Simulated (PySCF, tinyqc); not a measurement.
Worked calculation (part 1 of 2): RHF in the sto-6g basis, for LiH, spin multiplicity 1. The lowest restricted solution is unstable here: a spin-polarised one lies 0.0351 hartree lower (PySCF). Computed by tinyqc, a small Python program that keeps every step (integrals from PySCF). Settings: charge = 0, multiplicity = 1, basis = sto-6g, energy threshold = 1e-10, iteration cap = 55, orthogonalisation = canonical, start = atomic densities, DIIS depth = 3, method = RHF. Command: `OMP_NUM_THREADS=1 python tinyqc.py 21168 21169 out.jsonl` (the two numbers bound the seeds that draw the settings). One thread of a shared host (Intel(R) Xeon(R) Processor @ 2.60GHz), about 0.1 s of CPU time with the checks. Later iterations appear only in the table of the cycle.

## One-electron integrals

Geometry (angstrom):
```
atom         x         y         z
Li    0.000000  0.000000  0.000000
H     0.000000  0.000000  2.584000
```

Basis sto-6g: exponents (1/bohr^2) and contraction coefficients of normalised primitives:
```
element  l (shell)    exponent  coefficient
Li           s (1)  167.175846     0.009164
Li           s (1)   30.651508     0.049361
Li           s (1)    8.575187     0.168538
Li           s (1)    2.945808     0.370563
Li           s (1)    1.143944     0.416492
Li           s (1)    0.471139     0.130334
Li           s (2)    6.597564    -0.013253
Li           s (2)    1.305830    -0.046992
Li           s (2)    0.405851    -0.033785
Li           s (2)    0.156146     0.250242
Li           s (2)    0.067814     0.595117
Li           s (2)    0.031084     0.240706
Li           p (3)    6.597564     0.003760
Li           p (3)    1.305830     0.037679
Li           p (3)    0.405851     0.173897
Li           p (3)    0.156146     0.418036
Li           p (3)    0.067814     0.425860
Li           p (3)    0.031084     0.101708
H            s (1)   35.523221     0.009164
H            s (1)    6.513144     0.049361
H            s (1)    1.822143     0.168538
H            s (1)    0.625955     0.370563
H            s (1)    0.243077     0.416492
H            s (1)    0.100112     0.130334
```

Overlap, kinetic and nuclear-attraction integrals over the contracted functions; the nuclear repulsion is the sum of Za Zb / Rab.

nuclear repulsion = 0.61436983 hartree

overlap S:
```
           1Li 1s    1Li 2s   1Li 2px   1Li 2py   1Li 2pz     2H 1s
1Li 1s   1.000000  0.235742  0.000000  0.000000  0.000000  0.007734
1Li 2s   0.235742  1.000000  0.000000  0.000000  0.000000  0.185879
1Li 2px  0.000000  0.000000  1.000000  0.000000  0.000000  0.000000
1Li 2py  0.000000  0.000000  0.000000  1.000000  0.000000  0.000000
1Li 2pz  0.000000  0.000000  0.000000  0.000000  1.000000  0.277614
2H 1s    0.007734  0.185879  0.000000  0.000000  0.277614  1.000000
```

kinetic energy T (hartree):
```
            1Li 1s     1Li 2s   1Li 2px   1Li 2py   1Li 2pz      2H 1s
1Li 1s    3.616742  -0.110723  0.000000  0.000000  0.000000  -0.003592
1Li 2s   -0.110723   0.106524  0.000000  0.000000  0.000000   0.002636
1Li 2px   0.000000   0.000000  0.320007  0.000000  0.000000   0.000000
1Li 2py   0.000000   0.000000  0.000000  0.320007  0.000000   0.000000
1Li 2pz   0.000000   0.000000  0.000000  0.000000  0.320007   0.021827
2H 1s    -0.003592   0.002636  0.000000  0.000000  0.021827   0.768522
```

nuclear attraction V (hartree):
```
            1Li 1s     1Li 2s    1Li 2px    1Li 2py    1Li 2pz      2H 1s
1Li 1s   -8.271934  -0.876639   0.000000   0.000000  -0.006527  -0.029293
1Li 2s   -0.876639  -1.401357   0.000000   0.000000  -0.069422  -0.263261
1Li 2px   0.000000   0.000000  -1.385052   0.000000   0.000000   0.000000
1Li 2py   0.000000   0.000000   0.000000  -1.385052   0.000000   0.000000
1Li 2pz  -0.006527  -0.069422   0.000000   0.000000  -1.433806  -0.397262
2H 1s    -0.029293  -0.263261   0.000000   0.000000  -0.397262  -1.853907
```

core Hamiltonian H = T + V (hartree):
```
            1Li 1s     1Li 2s    1Li 2px    1Li 2py    1Li 2pz      2H 1s
1Li 1s   -4.655192  -0.987362   0.000000   0.000000  -0.006527  -0.032885
1Li 2s   -0.987362  -1.294833   0.000000   0.000000  -0.069422  -0.260625
1Li 2px   0.000000   0.000000  -1.065044   0.000000   0.000000   0.000000
1Li 2py   0.000000   0.000000   0.000000  -1.065044   0.000000   0.000000
1Li 2pz  -0.006527  -0.069422   0.000000   0.000000  -1.113799  -0.375435
2H 1s    -0.032885  -0.260625   0.000000   0.000000  -0.375435  -1.085385
```

## Two-electron integrals

Functions are numbered as in S; the eight-fold symmetry (ij|kl) = (ji|kl) = (kl|ij) leaves the list below.

Two-electron integrals (ij|kl) in chemists' order, unique and non-zero (hartree):
```
(11|11) 1.681247   (21|11) 0.242603   (21|21) 0.044507   (22|11) 0.397190
(22|21) 0.090279   (22|22) 0.290625   (31|31) 0.009437   (32|31) 0.014261
(32|32) 0.064236   (33|11) 0.397190   (33|21) 0.090279   (33|22) 0.290625
(33|33) 0.313125   (41|41) 0.009437   (42|41) 0.014261   (42|42) 0.064236
(43|43) 0.016875   (44|11) 0.397190   (44|21) 0.090279   (44|22) 0.290625
(44|33) 0.279374   (44|44) 0.313125   (51|51) 0.009437   (52|51) 0.014261
(52|52) 0.064236   (53|53) 0.016875   (54|54) 0.016875   (55|11) 0.397190
(55|21) 0.090279   (55|22) 0.290625   (55|33) 0.279374   (55|44) 0.279374
(55|55) 0.313125   (61|11) 0.007636   (61|21) 0.001387   (61|22) 0.002904
(61|33) 0.002862   (61|44) 0.002862   (61|51) 0.000186   (61|52) 0.000403
(61|55) 0.002990   (61|61) 0.000048   (62|11) 0.048530   (62|21) 0.011340
(62|22) 0.043235   (62|33) 0.040713   (62|44) 0.040713   (62|51) 0.001697
(62|52) 0.013452   (62|55) 0.048278   (62|61) 0.000441   (62|62) 0.015002
(63|31) 0.000556   (63|32) 0.003312   (63|53) 0.001554   (63|63) 0.000615
(64|41) 0.000556   (64|42) 0.003312   (64|54) 0.001554   (64|64) 0.000615
(65|11) 0.069152   (65|21) 0.016232   (65|22) 0.063158   (65|33) 0.058962
(65|44) 0.058962   (65|51) 0.002653   (65|52) 0.021111   (65|55) 0.071552
(65|61) 0.000644   (65|62) 0.023391   (65|65) 0.036614   (66|11) 0.204778
(66|21) 0.048268   (66|22) 0.199675   (66|33) 0.184928   (66|44) 0.184928
(66|51) 0.006514   (66|52) 0.066669   (66|55) 0.229168   (66|61) 0.001884
(66|62) 0.095685   (66|65) 0.152444   (66|66) 0.774999
```

## Orthogonalisation

S = U s U^T; canonical form X = U s^(-1/2), so that X^T S X = 1. Each column of U has its largest component positive (the first on a tie).

eigenvalues of S: 0.634957  0.819010  1.000000  1.000000  1.174476  1.371556

X:
```
                 1          2          3         4          5         6
1Li 1s    0.412377   0.694328   0.000000  0.000000   0.564863  0.298787
1Li 2s   -0.664193  -0.520814   0.000000  0.000000   0.428373  0.453608
1Li 2px   0.000000   0.000000   0.999050  0.043573   0.000000  0.000000
1Li 2py   0.000000   0.000000  -0.043573  0.999050   0.000000  0.000000
1Li 2pz  -0.594246   0.572857   0.000000  0.000000  -0.500087  0.394343
2H 1s     0.781392  -0.373472   0.000000  0.000000  -0.314297  0.527786
```

Within a degenerate level the vectors are fixed only up to a rotation; this is one choice.

## Starting guess

The start is atomic minimal-basis densities projected into this basis (PySCF's MINAO start) and scaled to the electron count of each spin; this density is not idempotent, so its energy is not variational and may lie below the converged one.

D at the start:
```
            1Li 1s     1Li 2s   1Li 2px   1Li 2py    1Li 2pz      2H 1s
1Li 1s    2.076248  -0.223053  0.000000  0.000000   0.004145  -0.021332
1Li 2s   -0.223053   1.011466  0.000000  0.000000  -0.007568   0.087060
1Li 2px   0.000000   0.000000  0.000000  0.000000   0.000000   0.000000
1Li 2py   0.000000   0.000000  0.000000  0.000000   0.000000   0.000000
1Li 2pz   0.004145  -0.007568  0.000000  0.000000   0.002381   0.046298
2H 1s    -0.021332   0.087060  0.000000  0.000000   0.046298   0.957330
```

## Iteration 1: building the Fock matrix

J_ij = sum D_kl (ij|kl), K_ij = sum D_kl (ik|jl); F = H + J - 0.5 K; E = tr D H + tr D J / 2 - 0.25 tr D K + E_nn.

Coulomb J (hartree):
```
           1Li 1s    1Li 2s   1Li 2px   1Li 2py   1Li 2pz     2H 1s
1Li 1s   3.995716  0.625005  0.000000  0.000000  0.006632  0.020113
1Li 2s   0.625005  1.283447  0.000000  0.000000  0.067250  0.235719
1Li 2px  0.000000  0.000000  1.268478  0.000000  0.000000  0.000000
1Li 2py  0.000000  0.000000  0.000000  1.268478  0.000000  0.000000
1Li 2pz  0.006632  0.067250  0.000000  0.000000  1.313388  0.353466
2H 1s    0.020113  0.235719  0.000000  0.000000  0.353466  1.377818
```

exchange K (hartree):
```
           1Li 1s    1Li 2s   1Li 2px   1Li 2py   1Li 2pz     2H 1s
1Li 1s   3.427479  0.497224  0.000000  0.000000  0.001741  0.018354
1Li 2s   0.497224  0.368896  0.000000  0.000000  0.029640  0.156395
1Li 2px  0.000000  0.000000  0.079530  0.000000  0.000000  0.000000
1Li 2py  0.000000  0.000000  0.000000  0.079530  0.000000  0.000000
1Li 2pz  0.001741  0.029640  0.000000  0.000000  0.124189  0.179126
2H 1s    0.018354  0.156395  0.000000  0.000000  0.179126  0.787441
```

Fock matrix F (hartree):
```
            1Li 1s     1Li 2s   1Li 2px   1Li 2py    1Li 2pz      2H 1s
1Li 1s   -2.373215  -0.610970  0.000000  0.000000  -0.000766  -0.021949
1Li 2s   -0.610970  -0.195834  0.000000  0.000000  -0.016992  -0.103104
1Li 2px   0.000000   0.000000  0.163669  0.000000   0.000000   0.000000
1Li 2py   0.000000   0.000000  0.000000  0.163669   0.000000   0.000000
1Li 2pz  -0.000766  -0.016992  0.000000  0.000000   0.137494  -0.111531
2H 1s    -0.021949  -0.103104  0.000000  0.000000  -0.111531  -0.101288
```

total energy of this density = -7.70095452 hartree

This density is the starting one; it is not idempotent, so its energy is not variational and may lie below the converged one.

## Iteration 1: diagonalisation and new density

Diagonalise F' = X^T F X, C = X C', fill 2 alpha and 2 beta electrons from the bottom; D = 2 C_occ C_occ^T. Each column has its largest component positive (the first on a tie).

F' = X^T F X (hartree):
```
           1          2         3         4          5          6
1   0.014841  -0.417002  0.000000  0.000000  -0.351090  -0.301087
2  -0.417002  -0.695833  0.000000  0.000000  -0.940633  -0.470748
3   0.000000   0.000000  0.163669  0.000000   0.000000   0.000000
4   0.000000   0.000000  0.000000  0.163669   0.000000   0.000000
5  -0.351090  -0.940633  0.000000  0.000000  -1.056244  -0.652554
6  -0.301087  -0.470748  0.000000  0.000000  -0.652554  -0.533582
```

orbital energies (hartree): MO1 -2.374430, MO2 -0.161292, MO3 0.018858, MO4 0.163669, MO5 0.163669, MO6 0.246045

coefficients C:
```
               MO1        MO2        MO3       MO4        MO5        MO6
1Li 1s    0.994167  -0.128492  -0.227601  0.000000   0.000000  -0.061726
1Li 2s    0.023719   0.469040   0.901244  0.000000   0.000000   0.262415
1Li 2px   0.000000   0.000000   0.000000  0.099194   0.995068   0.000000
1Li 2py   0.000000   0.000000   0.000000  0.995068  -0.099194   0.000000
1Li 2pz   0.000940   0.191819  -0.316007  0.000000   0.000000   0.974799
2H 1s    -0.002188   0.740646  -0.450725  0.000000   0.000000  -0.612927
```

D after iteration 1:
```
            1Li 1s     1Li 2s   1Li 2px   1Li 2py    1Li 2pz      2H 1s
1Li 1s    2.009756  -0.073375  0.000000  0.000000  -0.047424  -0.194684
1Li 2s   -0.073375   0.441123  0.000000  0.000000   0.179986   0.694682
1Li 2px   0.000000   0.000000  0.000000  0.000000   0.000000   0.000000
1Li 2py   0.000000   0.000000  0.000000  0.000000   0.000000   0.000000
1Li 2pz  -0.047424   0.179986  0.000000  0.000000   0.073591   0.284135
2H 1s    -0.194684   0.694682  0.000000  0.000000   0.284135   1.097123
```

Within a degenerate level the vectors are fixed only up to a rotation; this is one choice.

## Iteration 2: building the Fock matrix

As before.

Coulomb J (hartree):
```
           1Li 1s    1Li 2s   1Li 2px   1Li 2py   1Li 2pz     2H 1s
1Li 1s   3.876150  0.604904  0.000000  0.000000  0.015178  0.019798
1Li 2s   0.604904  1.248492  0.000000  0.000000  0.125444  0.262118
1Li 2px  0.000000  0.000000  1.225615  0.000000  0.000000  0.000000
1Li 2py  0.000000  0.000000  0.000000  1.225615  0.000000  0.000000
1Li 2pz  0.015178  0.125444  0.000000  0.000000  1.294250  0.397375
2H 1s    0.019798  0.262118  0.000000  0.000000  0.397375  1.601904
```

exchange K (hartree):
```
            1Li 1s    1Li 2s   1Li 2px   1Li 2py    1Li 2pz     2H 1s
1Li 1s    3.362735  0.497294  0.000000  0.000000  -0.000102  0.014882
1Li 2s    0.497294  0.288886  0.000000  0.000000   0.154021  0.305585
1Li 2px   0.000000  0.000000  0.052393  0.000000   0.000000  0.000000
1Li 2py   0.000000  0.000000  0.000000  0.052393   0.000000  0.000000
1Li 2pz  -0.000102  0.154021  0.000000  0.000000   0.177381  0.327578
2H 1s     0.014882  0.305585  0.000000  0.000000   0.327578  1.086810
```

Fock matrix F (hartree):
```
            1Li 1s     1Li 2s   1Li 2px   1Li 2py    1Li 2pz      2H 1s
1Li 1s   -2.460409  -0.631105  0.000000  0.000000   0.008702  -0.020528
1Li 2s   -0.631105  -0.190784  0.000000  0.000000  -0.020988  -0.151300
1Li 2px   0.000000   0.000000  0.134374  0.000000   0.000000   0.000000
1Li 2py   0.000000   0.000000  0.000000  0.134374   0.000000   0.000000
1Li 2pz   0.008702  -0.020988  0.000000  0.000000   0.091761  -0.141849
2H 1s    -0.020528  -0.151300  0.000000  0.000000  -0.141849  -0.026885
```

total energy of this density = -7.83172427 hartree

## Iteration 2: DIIS over 2 matrices

error matrix X^T (FDS - SDF) X:
```
           1          2         3         4          5          6
1   0.000000  -0.060253  0.000000  0.000000  -0.036765   0.105750
2   0.060253   0.000000  0.000000  0.000000   0.012135  -0.030648
3   0.000000   0.000000  0.000000  0.000000   0.000000   0.000000
4   0.000000   0.000000  0.000000  0.000000   0.000000   0.000000
5   0.036765  -0.012135  0.000000  0.000000   0.000000  -0.019979
6  -0.105750   0.030648  0.000000  0.000000   0.019979   0.000000
```

B (overlaps of the stored error matrices):
```
               1              2
1  1.4995028e-02  1.0435960e-02
2  1.0435960e-02  3.5301623e-02
```

Minimise |sum c_i e_i|^2 with sum c_i = 1: solve [B -1; -1 0][c; lambda] = [0; -1] with B_ij = tr e_i^T e_j, and take F = sum c_i F_i.

DIIS coefficients: 0.845060  0.154940

extrapolated F (hartree):
```
            1Li 1s     1Li 2s   1Li 2px   1Li 2py    1Li 2pz      2H 1s
1Li 1s   -2.386725  -0.614090  0.000000  0.000000   0.000701  -0.021729
1Li 2s   -0.614090  -0.195052  0.000000  0.000000  -0.017611  -0.110571
1Li 2px   0.000000   0.000000  0.159130  0.000000   0.000000   0.000000
1Li 2py   0.000000   0.000000  0.000000  0.159130   0.000000   0.000000
1Li 2pz   0.000701  -0.017611  0.000000  0.000000   0.130408  -0.116229
2H 1s    -0.021729  -0.110571  0.000000  0.000000  -0.116229  -0.089760
```

## Iteration 2: diagonalisation and new density

As before.

F' = X^T F X (hartree):
```
           1          2         3         4          5          6
1   0.030182  -0.421531  0.000000  0.000000  -0.362652  -0.296134
2  -0.421531  -0.700068  0.000000  0.000000  -0.943234  -0.474842
3   0.000000   0.000000  0.159130  0.000000   0.000000   0.000000
4   0.000000   0.000000  0.000000  0.159130   0.000000   0.000000
5  -0.362652  -0.943234  0.000000  0.000000  -1.062662  -0.655009
6  -0.296134  -0.474842  0.000000  0.000000  -0.655009  -0.538701
```

orbital energies (hartree): MO1 -2.387927, MO2 -0.161957, MO3 0.026592, MO4 0.159130, MO5 0.159130, MO6 0.252044

coefficients C:
```
               MO1        MO2        MO3        MO4       MO5        MO6
1Li 1s    0.994219  -0.134876  -0.221327   0.000000  0.000000  -0.069582
1Li 2s    0.023511   0.495803   0.876002   0.000000  0.000000   0.296499
1Li 2px   0.000000   0.000000   0.000000  -0.006014  0.999982   0.000000
1Li 2py   0.000000   0.000000   0.000000   0.999982  0.006014   0.000000
1Li 2pz   0.000339   0.204859  -0.368987   0.000000  0.000000   0.953294
2H 1s    -0.002079   0.716564  -0.435963   0.000000  0.000000  -0.651048
```

D after iteration 2:
```
            1Li 1s     1Li 2s   1Li 2px   1Li 2py    1Li 2pz      2H 1s
1Li 1s    2.013327  -0.086992  0.000000  0.000000  -0.054587  -0.197429
1Li 2s   -0.086992   0.492747  0.000000  0.000000   0.203156   0.710451
1Li 2px   0.000000   0.000000  0.000000  0.000000   0.000000   0.000000
1Li 2py   0.000000   0.000000  0.000000  0.000000   0.000000   0.000000
1Li 2pz  -0.054587   0.203156  0.000000  0.000000   0.083935   0.293588
2H 1s    -0.197429   0.710451  0.000000  0.000000   0.293588   1.026936
```

Within a degenerate level the vectors are fixed only up to a rotation; this is one choice.

## Iteration 3: building the Fock matrix

As before.

Coulomb J (hartree):
```
           1Li 1s    1Li 2s   1Li 2px   1Li 2py   1Li 2pz     2H 1s
1Li 1s   3.888582  0.607422  0.000000  0.000000  0.015349  0.019878
1Li 2s   0.607422  1.253988  0.000000  0.000000  0.124359  0.259510
1Li 2px  0.000000  0.000000  1.231871  0.000000  0.000000  0.000000
1Li 2py  0.000000  0.000000  0.000000  1.231871  0.000000  0.000000
1Li 2pz  0.015349  0.124359  0.000000  0.000000  1.298226  0.392848
2H 1s    0.019878  0.259510  0.000000  0.000000  0.392848  1.568490
```

exchange K (hartree):
```
            1Li 1s    1Li 2s   1Li 2px   1Li 2py    1Li 2pz     2H 1s
1Li 1s    3.364528  0.497030  0.000000  0.000000  -0.000512  0.014902
1Li 2s    0.497030  0.302757  0.000000  0.000000   0.161667  0.306889
1Li 2px   0.000000  0.000000  0.055617  0.000000   0.000000  0.000000
1Li 2py   0.000000  0.000000  0.000000  0.055617   0.000000  0.000000
1Li 2pz  -0.000512  0.161667  0.000000  0.000000   0.183015  0.323766
2H 1s     0.014902  0.306889  0.000000  0.000000   0.323766  1.040521
```

Fock matrix F (hartree):
```
            1Li 1s     1Li 2s   1Li 2px   1Li 2py    1Li 2pz      2H 1s
1Li 1s   -2.448873  -0.628455  0.000000  0.000000   0.009078  -0.020459
1Li 2s   -0.628455  -0.192223  0.000000  0.000000  -0.025897  -0.154560
1Li 2px   0.000000   0.000000  0.139018  0.000000   0.000000   0.000000
1Li 2py   0.000000   0.000000  0.000000  0.139018   0.000000   0.000000
1Li 2pz   0.009078  -0.025897  0.000000  0.000000   0.092920  -0.144470
2H 1s    -0.020459  -0.154560  0.000000  0.000000  -0.144470  -0.037155
```

total energy of this density = -7.83865145 hartree

## Iteration 3: DIIS over 3 matrices

error matrix X^T (FDS - SDF) X:
```
           1          2         3         4          5          6
1   0.000000  -0.047776  0.000000  0.000000  -0.027859   0.080839
2   0.047776   0.000000  0.000000  0.000000   0.012857  -0.026553
3   0.000000   0.000000  0.000000  0.000000   0.000000   0.000000
4   0.000000   0.000000  0.000000  0.000000   0.000000   0.000000
5   0.027859  -0.012857  0.000000  0.000000   0.000000  -0.013001
6  -0.080839   0.026553  0.000000  0.000000   0.013001   0.000000
```

B (overlaps of the stored error matrices):
```
               1              2              3
1  1.4995028e-02  1.0435960e-02  8.4946127e-03
2  1.0435960e-02  3.5301623e-02  2.7362317e-02
3  8.4946127e-03  2.7362317e-02  2.1266024e-02
```

As before.

DIIS coefficients: -0.098162  -3.529088  4.627250

extrapolated F (hartree):
```
            1Li 1s     1Li 2s   1Li 2px   1Li 2py    1Li 2pz      2H 1s
1Li 1s   -2.415589  -0.620821  0.000000  0.000000   0.011372  -0.020066
1Li 2s   -0.620821  -0.196947  0.000000  0.000000  -0.044095  -0.171116
1Li 2px   0.000000   0.000000  0.152989  0.000000   0.000000   0.000000
1Li 2py   0.000000   0.000000  0.000000  0.152989   0.000000   0.000000
1Li 2pz   0.011372  -0.044095  0.000000  0.000000   0.092634  -0.156953
2H 1s    -0.020066  -0.171116  0.000000  0.000000  -0.156953  -0.067101
```
